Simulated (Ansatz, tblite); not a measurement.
Cost and result up the ladder for Li2S⁻ (3 atoms). The state is a doublet with charge -1. Geometry: r2SCAN-D4/def2-TZVPD.

```xyz
3

Li   -0.680   -0.942    0.993
Li    0.917    1.223    0.009
S    -0.236   -0.281   -1.002
```

Ansatz on 4 threads of Arm Neoverse V1 on a shared host; xTB runs through tblite on one thread. Times are rough, summed over both states, and most runs start from the orbitals of an earlier one. CCSD(T)/def2-TZVPPD serves as the yardstick here, not as an exact answer. Differences are given only for rows in sets of like size (and for xTB, whose basis is part of the method), since another set adds its own error. The other state is a quartet at its own geometry, which has other bonds, so the gap mixes isomer and spin.

The xTB rows come from tblite. Correlated methods freeze 5 core orbitals; core or outer-core shells of Li are correlated, in sets that lack core-valence functions. The structure comes from a short search, and lower isomers may exist.

Run but left out: B97M-V/def2-TZVPD (doublet: an occupied level 0.36 eV above an empty one).

Correlated methods converge slowly with the basis.

xTB has no spin-polarisation term.

| level | functions | wall time |
| --- | --- | --- |
| GFN1-xTB | 17 | 0.004 s |
| GFN2-xTB | 17 | 0.004 s |
| HF/STO-3G | 19 | 0.15 s |
| HF/def2-TZVPD | 80 | 0.55 s |
| MP2/def2-TZVPD | 80 | 0.55 s |
| PBE-D4/def2-TZVPD | 80 | 1.4 s |
| BLYP-D4/def2-TZVPD | 80 | 1.5 s |
| RPA@PBE/def2-TZVPD | 80 | 1.7 s |
| PBE-QIDH/def2-TZVPD | 80 | 2.4 s |
| CCSD(T)/def2-TZVPPD | 95 | 3.6 s |
| r2SCAN-D4/def2-TZVPD | 80 | 4.1 s |
| PBE0-D4/def2-TZVPD (with forces) | 80 | 4.3 s |
| ωB97X-V/def2-TZVPD | 80 | 7.9 s |

Problem. Estimate what each level gives for the quartet − doublet (eV).

Solution. 
```csv
level,quartet − doublet (eV),difference from CCSD(T)/def2-TZVPPD (eV),remarks
GFN1-xTB,4.28,2.54,–
GFN2-xTB,3.47,1.72,–
HF/STO-3G,-0.26,–,"HOMO above zero (doublet), HOMO above zero (quartet)"
HF/def2-TZVPD,0.56,-1.18,–
MP2/def2-TZVPD,1.81,0.06,–
PBE-D4/def2-TZVPD,1.98,0.23,"HOMO above zero (doublet), HOMO above zero (quartet)"
BLYP-D4/def2-TZVPD,1.97,0.22,"HOMO above zero (doublet), HOMO above zero (quartet)"
RPA@PBE/def2-TZVPD,1.61,-0.14,–
PBE-QIDH/def2-TZVPD,1.77,0.02,–
CCSD(T)/def2-TZVPPD,1.75,0.00,–
r2SCAN-D4/def2-TZVPD,1.93,0.18,"HOMO above zero (doublet), HOMO above zero (quartet)"
PBE0-D4/def2-TZVPD (with forces),1.81,0.07,"HOMO above zero (doublet), HOMO above zero (quartet)"
ωB97X-V/def2-TZVPD,1.76,0.01,–
```
